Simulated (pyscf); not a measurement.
Single points on ωB97X-D3(BJ)/def2-SVP structures (PySCF, gas phase).

Question: What is the homolytic dissociation enthalpy (298 K, ωB97M-D3(BJ)/def2-TZVP) of the C–Ga bond of H₃C–Ga(CH₃)–CH₃ (SMILES [CH3][Ga]([CH3])[CH3]), to CH₃• + [H₃C–Ga–CH₃]•?

Answer: C–Ga to CH₃• + [H₃C–Ga–CH₃]•: 75.3 kcal/mol. The 7 functionals that were run give +69.8 (r²SCAN) to +78.4 kcal/mol (ωB97X-D3(BJ)). The radicals are drawn with the spin at the cut bond; how far it spreads was not checked. Other isomers of [H₃C–Ga–CH₃]• were not searched in full and may lie lower. Elements up to Kr have no core potential and no relativistic terms here.
